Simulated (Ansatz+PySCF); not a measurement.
The numbers below are computed, except where a source is named.
## Ansatz (development build ahead of 0.2.0) run

```yaml
crystal:
  periodic: [false, false, false]
  atoms:
    - { symbol: H, position_ang: [-0.01592, 0.95965, -1.37904] }
    - { symbol: C, position_ang: [0.06461, 0.0, -0.89309] }
    - { symbol: "N", position_ang: [0.00316, 0.0, 0.62589] }
    - { symbol: H, position_ang: [-0.01592, -0.95965, -1.37904] }
    - { symbol: H, position_ang: [-0.9663, 0.0, 0.98103] }
    - { symbol: H, position_ang: [0.46519, 0.82766, 1.02212] }
    - { symbol: H, position_ang: [0.46519, -0.82766, 1.02212] }
basis:
  gaussian: { orbitals: cc-pVTZ }
total_charge: 1
magnetization:
  initial_magnetization: 1
hamiltonian:
  xc: hf
correlation:
  method: mp2
  frozen_orbitals: { C: 1, H: 0, "N": 1 }
output:
  forces: true
```

The input is written out in the form of the current development build from the run's settings. Correlation on restricted open-shell orbitals is semicanonical, with singles.

Results

| Quantity | Value |
| --- | --- |
| Converged | yes |
| Reference energy | -94.96680 hartree |
| Correlation energy | -0.36362 hartree |
| Total energy | -95.33042 hartree |
| Spin squared of the determinant | 0.750 |
| Stability test | minimum among restricted orbitals |
| Occupied orbitals by symmetry in an Abelian subgroup (alpha; beta) | 7 A' 2 A''; 6 A' 2 A'' |

Forces (eV/Å):
| atom | Fx | Fy | Fz |
| --- | --- | --- | --- |
| H1 | 0.001 | -0.111 | 0.216 |
| C2 | -0.045 | 0.000 | 1.143 |
| N3 | -0.058 | 0.000 | -0.989 |
| H4 | 0.001 | 0.111 | 0.216 |
| H5 | 0.225 | 0.000 | -0.213 |
| H6 | -0.062 | -0.146 | -0.186 |
| H7 | -0.062 | 0.146 | -0.186 |
